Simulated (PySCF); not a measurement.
An unknown is described by computed data only.

Formula: C2H7PS.

| Item | Value |
| --- | --- |
| Valence photoelectron | vertical ionisation energy: 8.62 eV [ΔSCF CAM-B3LYP/def2-SVPD] |
| Dipole | 4.84 D [CAM-B3LYP/def2-SVPD] |
| UV, strongest line | among the 10 lowest singlet transitions: S10 at 7.25 eV (171 nm, f = 0.070) [TDDFT CAM-B3LYP/def2-SVPD] |
| Rotational structure | rotational constants A, B, C: 6.193, 3.421, 2.465 GHz [PBE0-D3(BJ)/def2-SVP] |
| 13C NMR | chemical shifts (computed TMS as zero) by class: 22.9 (2 C) ppm [GIAO KT3/pcSseg-2] |
| Triplet | lowest triplet excitation (Tamm–Dancoff): 5.28 eV [TDA CAM-B3LYP/def2-SVPD] |
| 1H NMR | chemical shifts (computed TMS as zero) by class: 7.46 (1 H), 1.44 (6 H) ppm [GIAO KT3/pcSseg-2] |
| Polarisability | 73.6 au [CAM-B3LYP/def2-SVPD] |

Electronic properties: PySCF, gas phase, density fitting. Levels stand in brackets. Geometry: PBE0-D3(BJ)/def2-SVP; no solvent, vibrations or thermal averaging. NMR classes are plain means over equivalent atoms (diastereotopic ones count apart unless rotation or inversion swaps them), as if these changed places fast.

Problem. Propose a structure and show how it fits.

Solution. Numbering: `[CH3:1][PH:2]([CH3:3])=[S:4]`. 2 carbons fall into 1 class: sp3 carbon bound to phosphorus [C1/C3] (22.9 ppm, 2 C). Hydrogen classes from least to most shielded: 1 H on a phosphorus bonded to 2 C, S and H, P2 (7.46 ppm), 6 H on 2 like atoms (sp3 carbon bound to phosphorus), C1/C3 (1.44 ppm). The first electron is taken from the HOMO, whose largest Löwdin shares are 0.76 on the sulfur bonded to P, 0.14 on the phosphorus bonded to 2 C, S and H and 0.04 on each of 2 atoms of one kind (sp3 carbon bound to phosphorus). The optimised geometry has point group Cs and is an asymmetric top. Structure: `C[PH](C)=S`. The assignments are read from this structure; whether some other isomer fits the data as well wasn't checked.
